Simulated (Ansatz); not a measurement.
A relaxed structure of C. Calculation: r2SCAN (plane waves to 500 eV, PAW, scalar-relativistic; Ansatz, an electronic-structure program).

```
CELL_PARAMETERS angstrom
      0.00000     1.78016     1.78016
      1.78016     0.00000     1.78016
      1.78016     1.78016     0.00000
ATOMIC_POSITIONS crystal
  C  0.50000 0.50000 0.50000
  C  0.75000 0.75000 0.75000
```

### Question
Determine the symmetry and give the standard cell with its independent sites.

### Answer
Space group Fd-3m, origin choice 1 (No. 227); a = b = c = 3.5603 Å, α = β = γ = 90.00°

| atom | site | symmetry | x | y | z |
|---|---|---|---|---|---|
| C | 8a | -43m | 0.0000 | 0.0000 | 0.0000 |

This is the diamond type.

### Question
Give the shortest distances between elements (the closest pairs, up to four, under 3.6 Å).

### Answer
C–C 1.54 Å.

```yaml
volume_per_atom: 5.64 Å³
band_gap: 4.36 eV, indirect (valence top at Γ, conduction bottom at 71 % of the way from Γ to X) (no spin-orbit coupling)
smallest_direct_gap: 5.89 eV at Γ
```

No spin polarisation in the result.

Measured for C: a 3.553 Å (static lattice; corrected from measurement; as listed in Daniel Mejia-Rodriguez, S. B. Trickey, Phys. Rev. B (2018)); gap 5.85 eV (static lattice; corrected from measurement; as listed in Wei Chen et al., Physical Review Materials (2018)). Computed minus measured — a: r2SCAN +0.2 %; gap: r2SCAN -1.49 eV. The computed values are for a static lattice, and a measured gap can be an optical one, lowered by exciton binding.

The run could not lose the symmetry of its start; a randomly shaken copy of 4 atoms returns to this structure.

All atoms sit on sites fixed by symmetry, so only the cell could relax.
